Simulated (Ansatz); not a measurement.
**AlSiH₃ (triplet): the correlation ladder at distance Al1–H4 along a hydrogen transfer = 1.791 Å, cc-pVTZ**

How much of the correlation energy of AlSiH₃ (triplet) does each wave-function method recover here?

Program: Ansatz 0.2.0, Gaussian basis. Level of theory: cc-pVTZ, core rule «outside noble gas», up to 10 orbitals frozen. These are calculated values, not measurements.

To be run: UHF; CCSD(T) on ROHF; CCSD(T) on UHF; BCCD(T) on ROHF; CISD; CCSDT(Q) on ROHF; CCSDT(Q) on UHF; CASSCF and NEVPT2, 4 electrons in 4 orbitals.

5 further runs of the same task are left out: 5 for a known fault of the program.

## (1) What is computed

The geometry derives from fragments relaxed apart (PBE0/def2-TZVP) and kept rigid, so it is no stationary point. A hydrogen atom is moved between rigid fragments.

5 atoms, charge 0, spin multiplicity 3.

Atoms are counted from 1 here; the program's logs count them from 0.

Bond lengths: Al1–H2 1.586 Å, Al1–H3 1.586 Å, Al1–H4 1.791 Å, H4–Si5 1.713 Å. Angles: H2–Al1–H3 120.0°, H2–Al1–H4 120.0°, H3–Al1–H4 120.0°, Al1–H4–Si5 180.0°.

In the tables R marks a restricted open-shell determinant and U an unrestricted one; 'pair' is the active space of 4 electrons in 4 orbitals; energies count from the table's Hartree-Fock row.

## (2) UHF

Contents of in.yaml:

```yaml
crystal:
  periodic: [false, false, false]
  atoms:
    - {symbol: Al, position_ang: [-1.697657, 0.000000, 0.000000]}
    - {symbol: H, position_ang: [-2.490581, 1.373384, 0.000000]}
    - {symbol: H, position_ang: [-2.490581, -1.373384, 0.000000]}
    - {symbol: H, position_ang: [0.093343, 0.000000, 0.000000]}
    - {symbol: Si, position_ang: [1.806343, 0.000000, 0.000000]}
basis:
  gaussian: {orbitals: cc-pVTZ}
magnetization: {spin_polarized: true, initial_magnetization: 2}
hamiltonian: {xc: hf}
output: {orbitals: {seedname: orbitals}}
```

The run is started by

```bash
$ ansatz run in.yaml --threads 1 --pin off --events-out ev --progress --plain --max-ram 8192MiB --backend cpu
```

Standard output:

```text
Functional definition: HF
  name "HF"
  cite "Fock, Z. Phys. 61, 126 (1930) doi:10.1007/BF01340294"
  parent pbe
  exchange = exact_x
  correlation = 0
877 factors; their error is unknown
mean field evaluation 1: about -14488.7002 eV, gradient 8.0e0 eV
mean field evaluation 2: about -14489.5699 eV, gradient 2.8e0 eV
mean field evaluation 4: about -14489.7455 eV, gradient 4.9e-1 eV
mean field evaluation 8: about -14489.7581 eV, gradient 1.3e-1 eV
mean field evaluation 16: about -14488.9900 eV, gradient 8.1e0 eV
mean field evaluation 32: about -14485.9871 eV, gradient 1.2e1 eV
mean field -14490.04955268 eV, -532.4994993527 hartree, gradient 2.4e-5 eV, S^2 2.037367; 1 other end points of the search recorded, 0 dependent functions left out
reference -14490.04955268 eV, -532.4994993527 hartree; 16, 14 occupied and 94, 96 virtual orbitals, 877 factors
Total energy: -14490.04955268 eV, -532.4994993527 hartree
```

It took 3.4 s on 1 thread of AMD EPYC 7R13, shared host.

From the report: ⟨S²⟩ of the determinant 2.037 (pure triplet: 2.00).

## (3) CCSD(T) on ROHF

Edit in.yaml of step 2 so:

```diff
@@ -10,4 +10,3 @@
   gaussian: {orbitals: cc-pVTZ}
-magnetization: {spin_polarized: true, initial_magnetization: 2}
-hamiltonian: {xc: hf}
-output: {orbitals: {seedname: orbitals}}
+magnetization: {spin_polarized: false, initial_magnetization: 2}
+correlation: {method: ccsd_t, electrons: outside_noble_gas}
```

The run is started by

```bash
$ ansatz run in.yaml --threads 2 --pin off --events-out ev --progress --plain --max-ram 24576MiB --backend cuda --devices 0, --max-vram 18GiB
```

Standard output (excerpt; [...] marks lines left out):

```text
Functional definition: HF
  name "HF"
  cite "Fock, Z. Phys. 61, 126 (1930) doi:10.1007/BF01340294"
  parent pbe
[...]
655 factors; integrals over basis functions are off by at most 1.6e-3 eV
[...]
mean field -14489.89465548 eV, -532.4938069856 hartree, gradient 8.6e-6 eV, S^2 2.000000; 5 other end points of the search recorded, 0 dependent functions left out
determinant -14489.89465548 eV, -532.4938069856 hartree, with singles and doubles -14495.72348017 eV, -532.7080123421 hartree
determinant -14488.41108762 eV, -532.4392868725 hartree, with singles and doubles -14494.43324433 eV, -532.6605970493 hartree
determinant -14488.37290645 eV, -532.4378837403 hartree, with singles and doubles -14494.38998797 eV, -532.6590074076 hartree
determinant -14487.82416835 eV, -532.4177179871 hartree, with singles and doubles -14493.79035219 eV, -532.6369711990 hartree
10 core orbitals not correlated: weight in the atoms' cores, before any rotation towards them, 1.000 or more for the frozen orbitals, at most 0.000 for the correlated occupied ones
reference -14489.89465548 eV, -532.4938069856 hartree; 6, 4 occupied and 94, 96 virtual orbitals, 655 factors
second order -4.55023538 eV of doubles, -0.07529731 eV of singles
cycle   1  -5.66704063 eV  change   -3.6e-1 eV  update   2.2e-2
[...]
cycle  10  -5.67862510 eV  change    3.6e-6 eV  update   5.9e-6
perturbative correction -0.18767261 eV, -0.0068968413 hartree
Total energy: -14495.76095320 eV, -532.7093894504 hartree
```

Wall time 13 s (1 × H100 (card shared with other runs) with 2 threads of AMD EPYC 7R13, shared host); peak host memory 0.8 GiB.

From the report: correlation -5.8663 eV; T1 0.025; largest double amplitude 0.06.

## (4) CCSD(T) on UHF

Edit in.yaml of step 3 so:

```diff
@@ -10,3 +10,3 @@
   gaussian: {orbitals: cc-pVTZ}
-magnetization: {spin_polarized: false, initial_magnetization: 2}
+magnetization: {spin_polarized: true, initial_magnetization: 2}
 correlation: {method: ccsd_t, electrons: outside_noble_gas}
```

Launched as before.

Standard output (excerpt; [...] marks lines left out):

```text
Functional definition: HF
  name "HF"
  cite "Fock, Z. Phys. 61, 126 (1930) doi:10.1007/BF01340294"
  parent pbe
[...]
655 factors; integrals over basis functions are off by at most 1.6e-3 eV
[...]
mean field -14490.04999239 eV, -532.4995155117 hartree, gradient 1.3e-6 eV, S^2 2.037367; 2 other end points of the search recorded, 0 dependent functions left out
determinant -14490.04999239 eV, -532.4995155117 hartree, with singles and doubles -14495.71596844 eV, -532.7077362910 hartree
determinant -14488.62333479 eV, -532.4470868119 hartree, with singles and doubles -14494.43052027 eV, -532.6604969422 hartree
determinant -14488.58557033 eV, -532.4456989936 hartree, with singles and doubles -14494.38704281 eV, -532.6588991748 hartree
10 core orbitals not correlated: weight in the atoms' cores, before any rotation towards them, 1.000 or more for the frozen orbitals, at most 0.000 for the correlated occupied ones
reference -14490.04999239 eV, -532.4995155117 hartree; 6, 4 occupied and 94, 96 virtual orbitals, 655 factors
second order -4.42681057 eV of doubles, -0.00000000 eV of singles
cycle   1  -5.51062428 eV  change   -3.6e-1 eV  update   2.8e-2
[...]
cycle  11  -5.52868604 eV  change    1.5e-7 eV  update   5.7e-6
perturbative correction -0.18210434 eV, -0.0066922110 hartree
Total energy: -14495.76078276 eV, -532.7093831870 hartree
```

Run time: 7.5 s. Hardware: 1 × H100 (card shared with other runs) with 2 threads of AMD EPYC 7R13, shared host; peak host memory 0.8 GiB.

From the report: ⟨S²⟩ of the determinant 2.037 (pure triplet: 2.00); correlation -5.7108 eV; T1 0.027; largest double amplitude 0.06.

## (5) BCCD(T) on ROHF

Edit in.yaml of step 4 so:

```diff
@@ -10,3 +10,3 @@
   gaussian: {orbitals: cc-pVTZ}
-magnetization: {spin_polarized: true, initial_magnetization: 2}
-correlation: {method: ccsd_t, electrons: outside_noble_gas}
+magnetization: {spin_polarized: false, initial_magnetization: 2}
+correlation: {method: bccd_t, electrons: outside_noble_gas}
```

Launched as before.

Standard output (excerpt; [...] marks lines left out):

```text
Functional definition: HF
  name "HF"
  cite "Fock, Z. Phys. 61, 126 (1930) doi:10.1007/BF01340294"
  parent pbe
[...]
655 factors; integrals over basis functions are off by at most 1.6e-3 eV
[...]
mean field -14489.89465548 eV, -532.4938069856 hartree, gradient 8.6e-6 eV, S^2 2.000000; 5 other end points of the search recorded, 0 dependent functions left out
determinant -14489.89465548 eV, -532.4938069856 hartree, with singles and doubles -14495.72348017 eV, -532.7080123421 hartree
determinant -14488.41108762 eV, -532.4392868725 hartree, with singles and doubles -14494.43324433 eV, -532.6605970493 hartree
determinant -14488.37290645 eV, -532.4378837403 hartree, with singles and doubles -14494.38998797 eV, -532.6590074076 hartree
determinant -14487.82416835 eV, -532.4177179871 hartree, with singles and doubles -14493.79035219 eV, -532.6369711990 hartree
10 core orbitals not correlated: weight in the atoms' cores, before any rotation towards them, 1.000 or more for the frozen orbitals, at most 0.000 for the correlated occupied ones
reference -14489.89465548 eV, -532.4938069856 hartree; 6, 4 occupied and 94, 96 virtual orbitals, 655 factors
second order -4.55023538 eV of doubles, -0.07529731 eV of singles
cycle   1  -5.66808928 eV  change   -3.6e-1 eV  update   2.3e-2
[...]
cycle  10  -5.67334342 eV  change    1.8e-6 eV  update   8.4e-6
perturbative correction -0.19345804 eV, -0.0071094517 hartree
Total energy: -14495.76145694 eV, -532.7094079626 hartree
```

Wall time 11 s (1 × H100 (card shared with other runs) with 2 threads of AMD EPYC 7R13, shared host); peak host memory 0.8 GiB.

From the report: correlation -5.8668 eV; largest double amplitude 0.06.

## (6) CISD

Edit in.yaml of step 5 so:

```diff
@@ -11,2 +11,2 @@
 magnetization: {spin_polarized: false, initial_magnetization: 2}
-correlation: {method: bccd_t, electrons: outside_noble_gas}
+correlation: {active_space: {ras: {orbitals: [4, 2, 94], electrons: 10, max_holes: 2, max_particles: 2}, fixed_orbitals: true}}
```

The run is started by

```bash
$ ansatz run in.yaml --threads 1 --pin off --events-out ev --progress --plain --max-ram 8192MiB --backend cpu
```

Standard output:

```text
Functional definition: HF
  name "HF"
  cite "Fock, Z. Phys. 61, 126 (1930) doi:10.1007/BF01340294"
  parent pbe
  exchange = exact_x
  correlation = 0
655 factors; integrals over basis functions are off by at most 1.6e-3 eV
mean field evaluation 1: about -14488.9275 eV, gradient 1.0e1 eV
mean field evaluation 2: about -14488.9326 eV, gradient 1.0e1 eV
mean field evaluation 4: about -14489.8903 eV, gradient 7.2e-1 eV
mean field evaluation 8: about -14489.8947 eV, gradient 1.4e-3 eV
mean field evaluation 16: about -14489.8824 eV, gradient 6.0e-1 eV
mean field -14489.89465548 eV, -532.4938069856 hartree, gradient 8.6e-6 eV, S^2 2.000000; 2 other end points of the search recorded, 0 dependent functions left out
reference -14489.89465548 eV, -532.4938069856 hartree; 16, 14 occupied and 94, 96 virtual orbitals, 655 factors
state -14495.11709923 eV, -532.6857282533 hartree
Total energy: -14495.11709923 eV, -532.6857282533 hartree
```

It took 32 s on 1 thread of AMD EPYC 7R13, shared host; peak memory 0.55 GiB.

From the report: 320,374 determinants.

## (7) CCSDT(Q) on ROHF

Edit in.yaml of step 6 so:

```diff
@@ -11,2 +11,2 @@
 magnetization: {spin_polarized: false, initial_magnetization: 2}
-correlation: {active_space: {ras: {orbitals: [4, 2, 94], electrons: 10, max_holes: 2, max_particles: 2}, fixed_orbitals: true}}
+correlation: {method: ccsdt_q, electrons: outside_noble_gas}
```

The run is started by

```bash
$ ansatz run in.yaml --threads 2 --pin off --events-out ev --progress --plain --max-ram 24576MiB --backend cuda --devices 0, --max-vram 18GiB
```

Standard output (excerpt; [...] marks lines left out):

```text
Functional definition: HF
  name "HF"
  cite "Fock, Z. Phys. 61, 126 (1930) doi:10.1007/BF01340294"
  parent pbe
[...]
1334 factors; integrals over basis functions are off by at most 2.1e-7 eV
[...]
mean field -14489.89466429 eV, -532.4938073094 hartree, gradient 5.6e-6 eV, S^2 2.000000; 5 other end points of the search recorded, 0 dependent functions left out
determinant -14489.89466429 eV, -532.4938073094 hartree, with singles and doubles -14495.72350404 eV, -532.7080132192 hartree
determinant -14488.41109722 eV, -532.4392872251 hartree, with singles and doubles -14494.43326949 eV, -532.6605979740 hartree
determinant -14488.37291488 eV, -532.4378840499 hartree, with singles and doubles -14494.39001225 eV, -532.6590082999 hartree
determinant -14487.82418818 eV, -532.4177187157 hartree, with singles and doubles -14493.79038290 eV, -532.6369723274 hartree
10 core orbitals not correlated: weight in the atoms' cores, before any rotation towards them, 1.000 or more for the frozen orbitals, at most 0.000 for the correlated occupied ones
reference -14489.89466429 eV, -532.4938073094 hartree; 6, 4 occupied and 94, 96 virtual orbitals, 1334 factors
second order -4.55025591 eV of doubles, -0.07529724 eV of singles
cycle   1  -5.37197362 eV  change   -7.4e-1 eV  update   8.6e-2
[...]
cycle  21  -5.90921718 eV  change   -3.0e-7 eV  update   3.6e-7
perturbative correction -0.00857577 eV, -0.0003151537 hartree
Total energy: -14495.81245724 eV, -532.7112821889 hartree
```

Run time: 22 s. Hardware: 1 × H100 (card shared with other runs) with 2 threads of AMD EPYC 7R13, shared host; peak host memory 0.99 GiB.

From the report: correlation -5.9178 eV; T1 0.028; largest double amplitude 0.06.

## (8) CCSDT(Q) on UHF

Edit in.yaml of step 7 so:

```diff
@@ -10,3 +10,3 @@
   gaussian: {orbitals: cc-pVTZ}
-magnetization: {spin_polarized: false, initial_magnetization: 2}
+magnetization: {spin_polarized: true, initial_magnetization: 2}
 correlation: {method: ccsdt_q, electrons: outside_noble_gas}
```

The command is unchanged.

Standard output (excerpt; [...] marks lines left out):

```text
Functional definition: HF
  name "HF"
  cite "Fock, Z. Phys. 61, 126 (1930) doi:10.1007/BF01340294"
  parent pbe
[...]
1334 factors; integrals over basis functions are off by at most 2.1e-7 eV
[...]
mean field -14490.05000131 eV, -532.4995158396 hartree, gradient 2.2e-6 eV, S^2 2.037367; 2 other end points of the search recorded, 0 dependent functions left out
determinant -14490.05000131 eV, -532.4995158396 hartree, with singles and doubles -14495.71599141 eV, -532.7077371350 hartree
determinant -14488.62334419 eV, -532.4470871573 hartree, with singles and doubles -14494.43054497 eV, -532.6604978496 hartree
determinant -14488.58557857 eV, -532.4456992964 hartree, with singles and doubles -14494.38706686 eV, -532.6589000588 hartree
10 core orbitals not correlated: weight in the atoms' cores, before any rotation towards them, 1.000 or more for the frozen orbitals, at most 0.000 for the correlated occupied ones
reference -14490.05000131 eV, -532.4995158396 hartree; 6, 4 occupied and 94, 96 virtual orbitals, 1334 factors
second order -4.42683004 eV of doubles, -0.00000000 eV of singles
cycle   1  -5.17609479 eV  change   -7.5e-1 eV  update   8.9e-2
[...]
cycle  20  -5.75518160 eV  change   -9.7e-7 eV  update   5.1e-7
perturbative correction -0.00886756 eV, -0.0003258770 hartree
Total energy: -14495.81405047 eV, -532.7113407393 hartree
```

It took 13 s on 1 × H100 (card shared with other runs) with 2 threads of AMD EPYC 7R13, shared host; peak host memory 0.94 GiB.

From the report: ⟨S²⟩ of the determinant 2.037 (pure triplet: 2.00); correlation -5.7640 eV; T1 0.030; largest double amplitude 0.06.

## (9) CASSCF and NEVPT2, 4 electrons in 4 orbitals

Edit in.yaml of step 8 so:

```diff
@@ -10,3 +10,3 @@
   gaussian: {orbitals: cc-pVTZ}
-magnetization: {spin_polarized: true, initial_magnetization: 2}
-correlation: {method: ccsdt_q, electrons: outside_noble_gas}
+magnetization: {spin_polarized: false, initial_magnetization: 2}
+correlation: {method: sc_nevpt2, electrons: outside_noble_gas, active_space: {window: {electrons: 4, orbitals: 4}}}
```

The command is unchanged.

Standard output (excerpt; [...] marks lines left out):

```text
Functional definition: HF
  name "HF"
  cite "Fock, Z. Phys. 61, 126 (1930) doi:10.1007/BF01340294"
  parent pbe
[...]
655 factors; integrals over basis functions are off by at most 1.6e-3 eV
[...]
mean field -14489.89465548 eV, -532.4938069856 hartree, gradient 8.6e-6 eV, S^2 2.000000; 2 other end points of the search recorded, 0 dependent functions left out
reference -14489.89465548 eV, -532.4938069856 hartree; 16, 14 occupied and 94, 96 virtual orbitals, 655 factors
state -14490.29799215 eV, -532.5086293348 hartree
state -14490.29799215 eV, -532.5086293348 hartree; corrected -14494.45902250 eV, -532.6615443795 hartree
state -14490.28451029 eV, -532.5081338855 hartree
state -14490.28451029 eV, -532.5081338855 hartree; corrected -14494.48906234 eV, -532.6626483236 hartree
state -14490.28451029 eV, -532.5081338855 hartree; corrected -14494.48906234 eV, -532.6626483236 hartree
WARN: the results are in doubt because another end's mean lies 0.013 eV lower, and its corrected mean 0.030 eV higher
Total energy: -14494.48906234 eV, -532.6626483236 hartree
In doubt: another end's mean lies 0.013 eV lower, and its corrected mean 0.030 eV higher
```

It took 3.8 s on 1 × H100 (card shared with other runs) with 2 threads of AMD EPYC 7R13, shared host; peak host memory 0.79 GiB.

From the report: 18 determinants; active occupations 1.98, 1.00, 1.00, 0.02. The program marks this result as in doubt; its last lines say why.

## (10) Misses and costs

The yardstick is UCCSDT(Q), where the cluster series has nearly closed. Rows without a time come out of other runs: HF, MP2 and CCSD of CCSD(T), CCSDT of CCSDT(Q), CASSCF and MRCISD of the multireference runs.

Differences are taken before rounding.

| method | energy from the lowest RHF (meV) | from UCCSDT(Q) (meV) | time |
| --- | --- | --- | --- |
| RHF | 0.0 | +5919.4 |  |
| UHF | -155.3 | +5764.1 |  |
| RMP2 | -4625.5 | +1293.9 |  |
| UMP2 | -4582.1 | +1337.2 |  |
| CISD | -5222.4 | +697.0 | 32 s |
| RCCSD | -5678.6 | +240.8 |  |
| UCCSD | -5684.0 | +235.4 |  |
| RCCSD(T) | -5866.3 | +53.1 | 13 s (GPU) |
| UCCSD(T) | -5866.1 | +53.3 | 7.5 s (GPU) |
| BCCD(T) | -5866.8 | +52.6 | 11 s (GPU) |
| RCCSDT | -5909.2 | +10.2 |  |
| UCCSDT | -5910.5 | +8.9 |  |
| RCCSDT(Q) | -5917.8 | +1.6 | 22 s (GPU) |
| UCCSDT(Q) | -5919.4 | 0 | 13 s (GPU) |

Some runs used a GPU and others CPU threads alone; cost is compared among the GPU runs only.

Among the levels timed on like hardware and quicker than the yardstick, those that no quicker one beats, quickest first: UCCSD(T) (7.5 s, +53.3 meV); BCCD(T) (11 s, +52.6 meV).

Left out of the table: CASSCF pair, NEVPT2 pair (the active space lost an orbital or holds another state than full CI finds).

## (11) What came out

```
                         quantity                      value
   UCCSDT(Q) below the RHF energy                 -5.9194 eV
              RMP2 from UCCSDT(Q)                +1293.9 meV
              UMP2 from UCCSDT(Q)                +1337.2 meV
             RCCSD from UCCSDT(Q)                 +240.8 meV
          RCCSD(T) from UCCSDT(Q)                  +53.1 meV
          UCCSD(T) from UCCSDT(Q)                  +53.3 meV
         RCCSDT(Q) from UCCSDT(Q)                   +1.6 meV
levels within 1 kcal/mol (43 meV)  RCCSDT, UCCSDT, RCCSDT(Q)
                    T1 diagnostic                      0.025
```

In words: RCCSD(T) lands +53.1 meV from the yardstick (0.9 % of the correlation energy). These misses are within one basis, not against nature; the frozen cores of restricted and unrestricted runs differ, which can shift their rows.

BCCD(T) reaches 52.6 meV from the reference in 11 s, where UCCSDT(Q) took 13 s; the quickest level in the cost chart, UCCSD(T), takes 7.5 s and misses by 53.3 meV.
